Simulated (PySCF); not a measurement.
Ground-state electric properties of a mixed set of molecules.

All values: B3LYP/def2-SVPD (PySCF) at GFN2-xTB geometries, gas phase, one conformer each. Core orbitals are frozen in the response; Δα² is half the sum of the squared differences of the principal polarisabilities.

(1) Rank by dipole moment, lowest first.
A. `[O:1]=[c:2]1[cH:3][c:4]1[CH2:5][F:6]` with C3–C4–C5–F6 0°
B. `[CH3:1][O:2][C@H:3]([F:4])[CH2:5][F:6]` with C1–O2–C3–F4 -69°, O2–C3–C5–F6 -91°
C. `[O:1]=[C:2]=[CH:3]/[CH:4]=[CH:5]\[F:6]` with C2–C3–C4–C5 180°
D. `O=C(F)C#CC`
E. `O=C1C=C[C@@H]1F`

(2) Rank by mean static polarisability, highest first.
A. `CO[C@H](F)CF`
B. `O=c1cc1CF`
C. `CC#CC(=O)F`
D. `O=C=C/C=C\F`

Answers

(1) C (1.05 D), B (1.30 D), A (2.69 D), E (4.09 D), D (4.77 D).

(2) D (8.32 Å³), C (7.92 Å³), B (7.21 Å³), A (6.79 Å³).

All values together:

```json
{"SMILES": "CO[C@H](F)CF", "formula": "C3H6F2O", "μ (D)": "1.30", "HOMO (eV)": "-8.51", "LUMO (eV)": "0.46", "α (Å³)": "6.79", "Δα (Å³)": "1.52", "electrons": "50", "α per electron (Å³)": "0.136"}
{"SMILES": "O=C=C/C=C\\F", "formula": "C4H3FO", "μ (D)": "1.05", "HOMO (eV)": "-6.27", "LUMO (eV)": "-1.62", "α (Å³)": "8.32", "Δα (Å³)": "8.15", "electrons": "44", "α per electron (Å³)": "0.189"}
{"SMILES": "CC#CC(=O)F", "formula": "C4H3FO", "μ (D)": "4.77", "HOMO (eV)": "-8.33", "LUMO (eV)": "-2.13", "α (Å³)": "7.92", "Δα (Å³)": "6.65", "electrons": "44", "α per electron (Å³)": "0.180"}
{"SMILES": "O=C1C=C[C@@H]1F", "formula": "C4H3FO", "μ (D)": "4.09", "HOMO (eV)": "-7.47", "LUMO (eV)": "-2.24", "α (Å³)": "7.13", "Δα (Å³)": "3.24", "electrons": "44", "α per electron (Å³)": "0.162"}
{"SMILES": "O=c1cc1CF", "formula": "C4H3FO", "μ (D)": "2.69", "HOMO (eV)": "-7.01", "LUMO (eV)": "-1.48", "α (Å³)": "7.21", "Δα (Å³)": "3.69", "electrons": "44", "α per electron (Å³)": "0.164"}
```

Conformers: `[CH3:1][O:2][C@H:3]([F:4])[CH2:5][F:6]` with C1–O2–C3–F4 -69°, O2–C3–C5–F6 -91°; `[O:1]=[C:2]=[CH:3]/[CH:4]=[CH:5]\[F:6]` with C2–C3–C4–C5 180°; `[O:1]=[c:2]1[cH:3][c:4]1[CH2:5][F:6]` with C3–C4–C5–F6 0°.
